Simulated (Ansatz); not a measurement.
# CH7NSi (built from SMILES C=N.[SiH4]): a reaction path by the nudged elastic band

Aim: the minimum-energy path between two given structures and its highest point. Both ends were relaxed at PBE0-D4 in triple zeta. A second band with other settings follows.

Program: Ansatz 0.2.0, Gaussian basis. Level of theory: PBE0-D4/def2-SVP. These are calculated values, not measurements.

16 further runs of the same task are left out: 16 set aside as unsound or not needed.

## (1) The system as given

The first end: 10 atoms, charge 0, spin multiplicity 1.

Atoms are counted from 1 here; the program's logs count them from 0.

Bond lengths: Si1–H2 1.485 Å, Si1–H3 1.493 Å, Si1–H4 1.482 Å, Si1–H5 1.482 Å, N6–C7 1.260 Å, N6–H8 1.020 Å, C7–H9 1.092 Å, C7–H10 1.095 Å. Angles: H2–Si1–H3 107.0°, H2–Si1–H4 111.4°, H2–Si1–H5 111.4°, H3–Si1–H4 107.6°, H3–Si1–H5 107.6°, H4–Si1–H5 111.5°, C7–N6–H8 111.8°, N6–C7–H9 118.6°, N6–C7–H10 124.7°, H9–C7–H10 116.7°.

Geometry (Å):

```
Si   -0.1036   -1.6405   -0.7847
H     0.6725   -0.5235   -1.3798
H     0.0486   -2.8125   -1.6969
H     0.4368   -2.0292    0.5395
H    -1.5475   -1.3155   -0.7084
N    -0.2927    0.8344    0.9365
C     0.3302    1.8618    0.5575
H    -0.7903    0.9952    1.8123
H     0.9030    1.8137   -0.3706
H     0.3430    2.8161    1.0945
```

The second end:

```
atom    x (Å)    y (Å)    z (Å)
 Si1  -0.2114  -1.3785  -0.0347
  H2  -0.5162   1.8119  -0.7180
  H3   1.0747  -1.7359  -0.6926
  H4  -0.5053  -2.3017   1.0918
  H5  -1.2817  -1.5515  -1.0653
  N6  -0.0704   0.2012   0.6196
  C7   0.3160   1.3512  -0.1691
  H8  -0.6467   0.4309   1.4132
  H9   1.0675   1.0527  -0.9052
 H10   0.7734   2.1198   0.4602
```

## (2) The band at PBE0-D4/def2-SVP

File neb/in.yaml:

```yaml
crystal:
  periodic: [false, false, false]
  atoms:
    - {symbol: Si, position_ang: [-0.103579, -1.640493, -0.784701]}
    - {symbol: H, position_ang: [0.672494, -0.523519, -1.379824]}
    - {symbol: H, position_ang: [0.048612, -2.812502, -1.696909]}
    - {symbol: H, position_ang: [0.436787, -2.029198, 0.539484]}
    - {symbol: H, position_ang: [-1.547509, -1.315490, -0.708362]}
    - {symbol: N, position_ang: [-0.292727, 0.834350, 0.936502]}
    - {symbol: C, position_ang: [0.330204, 1.861819, 0.557514]}
    - {symbol: H, position_ang: [-0.790304, 0.995233, 1.812270]}
    - {symbol: H, position_ang: [0.903042, 1.813735, -0.370574]}
    - {symbol: H, position_ang: [0.342979, 2.816063, 1.094501]}
basis:
  gaussian: {orbitals: def2-SVP}
hamiltonian: {xc: pbe0, dispersion: d4}
neb:
  images: 5
  climbing: true
  max_iterations: 40
  initial_path: idpp
  final_atoms:
    - {symbol: Si, position_ang: [-0.211356, -1.378498, -0.034741]}
    - {symbol: H, position_ang: [-0.516242, 1.811928, -0.717964]}
    - {symbol: H, position_ang: [1.074738, -1.735921, -0.692570]}
    - {symbol: H, position_ang: [-0.505262, -2.301711, 1.091820]}
    - {symbol: H, position_ang: [-1.281706, -1.551480, -1.065303]}
    - {symbol: N, position_ang: [-0.070414, 0.201185, 0.619559]}
    - {symbol: C, position_ang: [0.316008, 1.351161, -0.169143]}
    - {symbol: H, position_ang: [-0.646671, 0.430889, 1.413227]}
    - {symbol: H, position_ang: [1.067479, 1.052671, -0.905214]}
    - {symbol: H, position_ang: [0.773426, 2.119772, 0.460229]}
```

Command:

```
$ ansatz run in.yaml --threads 2 --pin off --events-out ev --progress --plain --max-ram 4352MiB
```

Log:

```text
Functional definition: PBE0
  name "PBE0"
  cite "Adamo & Barone, J. Chem. Phys. 110, 6158 (1999) doi:10.1063/1.478522"
  cite "Perdew, Burke & Ernzerhof, Phys. Rev. Lett. 77, 3865 (1996) doi:10.1103/PhysRevLett.77.3865"
  parent pbe
  parameter a = 0.25
  parameter kappa = 0.804
  parameter beta = 0.06672455060314922
  exchange = (1 - a)*pbe_x(kappa = kappa, mu = beta*pi^2/3) + a*exact_x
  correlation = pbe_c(beta = beta)
888 factors; integrals over basis functions are off by at most 3.3e-4 eV
mean field evaluation 1: about -10503.2298 eV, gradient 3.6e1 eV
mean field evaluation 2: about -10500.9847 eV, gradient 4.8e1 eV
mean field evaluation 4: about -10506.2594 eV, gradient 1.7e0 eV
mean field evaluation 8: about -10506.2905 eV, gradient 7.1e-2 eV
mean field -10506.29051754 eV, -386.0990551002 hartree, gradient 5.7e-5 eV, S^2 0.000000; 0 other end points of the search recorded, 0 dependent functions left out
the calculation of the forces begins
reference -10506.29054465 eV, -386.0990560964 hartree; 17, 17 occupied and 64, 64 virtual orbitals, 888 factors
[... from here to the last solve, the lines of the solves are left out (144 solves) ...]
WARN: NEB end point (image 0): max|allowed force component| = 3.177e-1 eV/Å (the criterion of neb.relax_end_points is 1.000e-2). That is over neb.f_tol: it is no minimum, so the barrier can be far off. Relax it first
WARN: NEB end point (image 6): max|allowed force component| = 3.495e-1 eV/Å (the criterion of neb.relax_end_points is 1.000e-2). That is over neb.f_tol: it is no minimum, so the barrier can be far off. Relax it first
NEB iter   1: max|band force component| = 4.589e0 eV/Å  barrier→ = 4.0549 eV  barrier← = 5.6975 eV  Δτ_max = 0.2000 Å  (171 SCF iters)
NEB iter   2: max|band force component| = 2.805e0 eV/Å  barrier→ = 2.6849 eV  barrier← = 4.3275 eV  Δτ_max = 0.2000 Å  (150 SCF iters)
NEB iter   3: max|band force component| = 5.683e0 eV/Å  barrier→ = 2.0715 eV  barrier← = 3.7142 eV  Δτ_max = 0.1009 Å  (140 SCF iters)
NEB iter   4: max|band force component| = 1.456e0 eV/Å  barrier→ = 1.9616 eV  barrier← = 3.6042 eV  Δτ_max = 0.2000 Å  (136 SCF iters)
NEB iter   5: max|band force component| = 1.008e0 eV/Å  barrier→ = 1.9130 eV  barrier← = 3.5557 eV  Δτ_max = 0.1696 Å  (135 SCF iters)
NEB iter   6: max|band force component| = 6.586e-1 eV/Å  barrier→ = 1.6503 eV  barrier← = 3.2929 eV  Δτ_max = 0.1761 Å  (137 SCF iters)
NEB iter   7: max|band force component| = 1.286e0 eV/Å  barrier→ = 1.5023 eV  barrier← = 3.1449 eV  Δτ_max = 0.0887 Å  (143 SCF iters)
NEB iter   8: max|band force component| = 6.603e-1 eV/Å  barrier→ = 1.3946 eV  barrier← = 3.0373 eV  Δτ_max = 0.0874 Å  (132 SCF iters)
NEB iter   9: max|band force component| = 7.007e-1 eV/Å  barrier→ = 1.3442 eV  barrier← = 2.9868 eV  CI = image 3  Δτ_max = 0.1787 Å  (127 SCF iters)
NEB iter  10: max|band force component| = 8.697e-1 eV/Å  barrier→ = 1.9023 eV  barrier← = 3.5449 eV  CI = image 3  Δτ_max = 0.0870 Å  (136 SCF iters)
NEB iter  11: max|band force component| = 8.673e-1 eV/Å  barrier→ = 1.8722 eV  barrier← = 3.5148 eV  CI = image 3  Δτ_max = 0.1789 Å  (133 SCF iters)
NEB iter  12: max|band force component| = 1.533e0 eV/Å  barrier→ = 2.0896 eV  barrier← = 3.7322 eV  CI = image 3  Δτ_max = 0.1782 Å  (130 SCF iters)
NEB iter  13: max|band force component| = 1.852e0 eV/Å  barrier→ = 2.2116 eV  barrier← = 3.8542 eV  CI = image 3  Δτ_max = 0.1779 Å  (128 SCF iters)
NEB iter  14: max|band force component| = 1.866e0 eV/Å  barrier→ = 2.2356 eV  barrier← = 3.8782 eV  CI = image 3  Δτ_max = 0.1438 Å  (135 SCF iters)
NEB iter  15: max|band force component| = 1.107e0 eV/Å  barrier→ = 2.0613 eV  barrier← = 3.7039 eV  CI = image 3  Δτ_max = 0.0968 Å  (130 SCF iters)
NEB iter  16: max|band force component| = 3.695e-1 eV/Å  barrier→ = 2.0030 eV  barrier← = 3.6457 eV  CI = image 3  Δτ_max = 0.0859 Å  (130 SCF iters)
NEB iter  17: max|band force component| = 1.811e-1 eV/Å  barrier→ = 1.9893 eV  barrier← = 3.6319 eV  CI = image 3  Δτ_max = 0.0607 Å  (130 SCF iters)
NEB iter  18: max|band force component| = 1.004e-1 eV/Å  barrier→ = 1.9844 eV  barrier← = 3.6270 eV  CI = image 3  Δτ_max = 0.0295 Å  (127 SCF iters)
NEB iter  19: max|band force component| = 7.916e-2 eV/Å  barrier→ = 1.9827 eV  barrier← = 3.6253 eV  CI = image 3  Δτ_max = 0.0277 Å  (125 SCF iters)
NEB iter  20: max|band force component| = 6.263e-2 eV/Å  barrier→ = 1.9824 eV  barrier← = 3.6250 eV  CI = image 3  Δτ_max = 0.0135 Å  (118 SCF iters)
888 factors; integrals over basis functions are off by at most 8.7e-4 eV
mean field -10507.91882728 eV, -386.1588943793 hartree, gradient 1.5e-6 eV, S^2 0.000000; 0 other end points of the search recorded, 0 dependent functions left out
the calculation of the forces begins
reference -10507.91885370 eV, -386.1588953502 hartree; 17, 17 occupied and 64, 64 virtual orbitals, 888 factors
NEB iter  21: max|band force component| = 4.778e-2 eV/Å  barrier→ = 1.9823 eV  barrier← = 3.6249 eV  CI = image 3  CI's point: of a kind that is not told: the force calls were inconclusive, a negative curvature could not be distinguished from the path's own, the only one lies far off the path, or fixed occupations may fill a level only in part  Δτ_max = 0.0000 Å  (940 SCF iters)
Total energy: -10504.42353530 eV, -386.0304447681 hartree
Atom 0 at    -0.453943    -1.060201    -0.206416 Å, force    -0.022879    -0.001179     0.011485 eV/Å
Atom 1 at    -0.295446     0.274584    -1.373699 Å, force     0.008462    -0.001674    -0.008135 eV/Å
Atom 2 at     0.300431    -1.949911    -1.165848 Å, force     0.000323     0.011651     0.002290 eV/Å
Atom 3 at    -0.451671    -2.019327     0.994518 Å, force    -0.001955     0.000614    -0.002506 eV/Å
Atom 4 at    -1.916474    -0.784764    -0.370941 Å, force     0.005584    -0.009254     0.000628 eV/Å
Atom 5 at     0.189660     0.341327     0.805332 Å, force     0.033484     0.017003    -0.008078 eV/Å
Atom 6 at     0.686458     1.271031     0.022806 Å, force    -0.014828     0.007016    -0.001913 eV/Å
Atom 7 at    -0.082325     0.567536     1.758554 Å, force    -0.003987    -0.003882    -0.009652 eV/Å
Atom 8 at     1.350254     1.033882    -0.804805 Å, force    -0.002067    -0.011760     0.004158 eV/Å
Atom 9 at     0.673057     2.325842     0.340398 Å, force    -0.002137    -0.008535     0.011723 eV/Å
Dipole moment:     0.310341     0.681142     0.406256 e Å
```

Wall time 2.6 min (2 threads of Arm Neoverse V2, shared host).

The last band:

```
image  path (Å)  energy (kcal/mol)  Si1–N6 (Å)  H2–C7 (Å)  Si1–H2 (Å)
    0      0.00                0.0        3.02       3.09        1.48
    1      0.91                3.6        2.57       2.56        1.50
    2      1.81               21.0        2.18       2.33        1.54
    3      2.72               45.7        1.84       1.98        1.78
    4      3.66              -27.4        1.73       1.15        2.39
    5      4.60              -37.3        1.73       1.11        3.03
    6      5.54              -37.9        1.72       1.10        3.28
```

The highest image, 3:

```
Si   -0.45394   -1.06020   -0.20642
H    -0.29545    0.27458   -1.37370
H     0.30043   -1.94991   -1.16585
H    -0.45167   -2.01933    0.99452
H    -1.91647   -0.78476   -0.37094
N     0.18966    0.34133    0.80533
C     0.68646    1.27103    0.02281
H    -0.08232    0.56754    1.75855
H     1.35025    1.03388   -0.80480
H     0.67306    2.32584    0.34040
```

## (3) The band at Hartree-Fock/def2-SVP, other settings

Edit neb/in.yaml of step 2 so:

```diff
@@ -15,5 +15,5 @@
   gaussian: {orbitals: def2-SVP}
-hamiltonian: {xc: pbe0, dispersion: d4}
+hamiltonian: {xc: hf}
 neb:
-  images: 5
+  images: 7
   climbing: true
@@ -21,2 +21,3 @@
   initial_path: idpp
+  max_displacement: 0.05
   final_atoms:
```

Command:

```
$ ansatz run in.yaml --threads 2 --pin off --events-out ev --progress --plain --max-ram 4352MiB
```

Log (excerpt; [...] marks lines left out):

```text
Functional definition: HF
  name "HF"
  cite "Fock, Z. Phys. 61, 126 (1930) doi:10.1007/BF01340294"
[... 1 set-up line as earlier in the session ...]
[...]
888 factors; integrals over basis functions are off by at most 3.3e-4 eV
[...]
mean field -10479.54786944 eV, -385.1162809094 hartree, gradient 2.5e-5 eV, S^2 0.000000; 0 other end points of the search recorded, 0 dependent functions left out
[...]
reference -10479.54786944 eV, -385.1162809094 hartree; 17, 17 occupied and 64, 64 virtual orbitals, 888 factors
[... from here to the last solve, the lines of the solves are left out (277 solves) ...]
WARN: NEB end point (image 0): max|allowed force component| = 1.033e0 eV/Å (the criterion of neb.relax_end_points is 1.000e-2). That is over neb.f_tol: it is no minimum, so the barrier can be far off. Relax it first
WARN: NEB end point (image 8): max|allowed force component| = 3.909e-1 eV/Å (the criterion of neb.relax_end_points is 1.000e-2). That is over neb.f_tol: it is no minimum, so the barrier can be far off. Relax it first
[...]
Total energy: -10476.76385706 eV, -385.0139703415 hartree
Atom 0 at    -0.469365    -1.047679    -0.189919 Å, force     0.004754     0.004265     0.004384 eV/Å
Atom 1 at    -0.361423     0.342496    -1.363764 Å, force     0.001046    -0.002774     0.004445 eV/Å
Atom 2 at     0.354258    -1.831000    -1.148342 Å, force    -0.000003     0.002490    -0.003520 eV/Å
Atom 3 at    -0.467054    -2.039121     0.967280 Å, force    -0.001149    -0.002829     0.002814 eV/Å
Atom 4 at    -1.927530    -0.826636    -0.330285 Å, force    -0.000214     0.001357    -0.000519 eV/Å
Atom 5 at     0.293481     0.308790     0.841918 Å, force    -0.004059    -0.002251    -0.009547 eV/Å
Atom 6 at     0.724760     1.224827     0.036133 Å, force     0.003031    -0.000670     0.004926 eV/Å
Atom 7 at    -0.160548     0.601533     1.687028 Å, force    -0.001072     0.000739    -0.000253 eV/Å
Atom 8 at     1.407721     0.983506    -0.759722 Å, force    -0.002014    -0.000154    -0.001203 eV/Å
Atom 9 at     0.605700     2.283281     0.259573 Å, force    -0.000320    -0.000174    -0.001527 eV/Å
Dipole moment:     0.402298     0.842896     0.435378 e Å
```

It took 2 min on 2 threads of Arm Neoverse V2, shared host.

The last band:

```
image  path (Å)  energy (kcal/mol)  Si1–N6 (Å)  H2–C7 (Å)  Si1–H2 (Å)
    0      0.00                0.0        3.02       3.09        1.48
    1      0.79                2.5        2.99       2.76        1.48
    2      1.57               15.7        2.63       2.49        1.48
    3      2.36               38.5        2.19       2.33        1.53
    4      3.14               64.2        1.87       1.98        1.82
    5      4.03              -23.7        1.73       1.14        2.42
    6      4.92              -33.6        1.72       1.09        2.90
    7      5.81              -33.2        1.72       1.10        3.11
    8      6.70              -33.7        1.72       1.10        3.28
```

The highest image, 4:

```
Si   -0.4694   -1.0477   -0.1899
H    -0.3614    0.3425   -1.3638
H     0.3543   -1.8310   -1.1483
H    -0.4671   -2.0391    0.9673
H    -1.9275   -0.8266   -0.3303
N     0.2935    0.3088    0.8419
C     0.7248    1.2248    0.0361
H    -0.1605    0.6015    1.6870
H     1.4077    0.9835   -0.7597
H     0.6057    2.2833    0.2596
```

## (4) Summary of results

```
                                                                       quantity                                                     value
                                                PBE0-D4/def2-SVP, 21 iterations  highest 45.7 kcal/mol (image 3), last end -37.9 kcal/mol
                                           Hartree-Fock/def2-SVP, 33 iterations  highest 64.2 kcal/mol (image 4), last end -33.7 kcal/mol
from earlier runs: barrier over the separately found saddle, CCSD(T)/def2-TZVPP                                             51.3 kcal/mol
```

The highest image lies 45.7 kcal/mol above the first end, and it climbed, so it estimates the saddle. The ends are not quite minima at this level (largest force component 0.35 eV/Å), so the heights are unreliable: relaxing the first end would lower it and raise the barrier above it. The highest image is 5.6 kcal/mol below the CCSD(T) barrier in triple zeta, which comes from separate runs on the saddle. The second band's highest image lies at 64.2 kcal/mol; the levels differ.
